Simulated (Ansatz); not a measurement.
`O=CC=O`: measurement beside calculation (Ansatz, PBE0-D4/def2-TZVP geometry).

```xyz
6

O    -0.162    1.540    0.750
C    -0.504    0.488    0.291
C     0.504   -0.488   -0.292
O     0.162   -1.540   -0.750
H    -1.557    0.146    0.255
H     1.557   -0.146   -0.254
```

Enthalpy of formation at 298 K: -50.7 kcal/mol (zero for an element's reference state; older measured values of the G2 set, as listed by Staroverov and co-workers, J. Chem. Phys. 119, 12129, 2003). With their computed zero-point and thermal terms and the atoms' enthalpies of Curtiss and co-workers (1997) it gives an electronic atomization energy of 633.4 kcal/mol.

| level | atomization (kcal/mol) | error | error per bond |
| --- | --- | --- | --- |
| LDA (SPW92) | 752.7 | 119.3 | 23.9 |
| PBE-D4 | 664.8 | 31.4 | 6.3 |
| revPBE-D4 | 642.7 | 9.3 | 1.9 |
| BLYP-D4 | 644.5 | 11.1 | 2.2 |
| r2SCAN-D4 | 636.1 | 2.7 | 0.5 |
| B97M-V | 633.3 | -0.1 | 0.0 |
| PBE0-D4 | 636.5 | 3.1 | 0.6 |
| B3LYP-D4 | 633.3 | -0.1 | 0.0 |
| r2SCANh-D4 | 627.0 | -6.4 | -1.3 |
| r2SCAN0-D4 | 613.8 | -19.6 | -3.9 |
| HSE06-D4 | 637.4 | 4.0 | 0.8 |
| BHLYP-D4 | 596.0 | -37.4 | -7.5 |
| CAM-B3LYP-D4 | 635.5 | 2.1 | 0.4 |
| ωB97X-V | 634.0 | 0.6 | 0.1 |
| ωB97M-V | 635.6 | 2.2 | 0.4 |
| B2PLYP | 629.4 | -4.0 | -0.8 |
| PBE-QIDH | 626.7 | -6.7 | -1.3 |
| PBE | 663.0 | 29.6 | 5.9 |
| revPBE | 636.0 | 2.7 | 0.5 |
| BLYP | 640.3 | 6.9 | 1.4 |
| r2SCAN | 635.7 | 2.3 | 0.5 |
| PBE0 | 635.1 | 1.7 | 0.3 |
| B3LYP | 630.4 | -3.0 | -0.6 |
| r2SCANh | 626.6 | -6.8 | -1.4 |
| r2SCAN0 | 613.3 | -20.1 | -4.0 |
| HSE06 | 636.0 | 2.6 | 0.5 |
| BHLYP | 594.1 | -39.3 | -7.9 |
| CAM-B3LYP | 634.0 | 0.7 | 0.1 |
| LC-ωPBE | 634.7 | 1.3 | 0.3 |
| HF/def2-TZVPP | 421.4 | -211.9 | -42.4 |
| MP2/def2-TZVPP | 638.8 | 5.4 | 1.1 |
| SCS-MP2/def2-TZVPP | 629.5 | -3.9 | -0.8 |
| CCSD/def2-TZVPP | 598.9 | -34.5 | -6.9 |
| CCSD(T)/def2-TZVPP | 614.3 | -19.1 | -3.8 |
| HF/def2-QZVPP | 422.5 | -210.9 | -42.2 |
| MP2/def2-QZVPP | 649.7 | 16.3 | 3.3 |
| SCS-MP2/def2-QZVPP | 641.7 | 8.3 | 1.7 |
| CCSD/def2-QZVPP | 608.4 | -25.0 | -5.0 |
| CCSD(T)/def2-QZVPP | 624.9 | -8.5 | -1.7 |
| HF/CBS(def2) | 422.6 | -210.8 | -42.2 |
| MP2/CBS(def2) | 657.2 | 23.8 | 4.8 |
| CCSD/CBS(def2) | 614.9 | -18.5 | -3.7 |
| CCSD(T)/CBS(def2) | 632.1 | -1.3 | -0.3 |

Functionals use def2-TZVPP; B3LYP here is the variant with VWN-RPA as its local correlation; programs differ in this. The calculations leave out spin–orbit coupling, scalar relativity and, for the correlated methods, core correlation; together these are worth up to about 1 kcal/mol a heavy atom. HSE06 is defined as in plane-wave codes. CBS extrapolates def2-TZVPP and def2-QZVPP. T1 = 0.016.
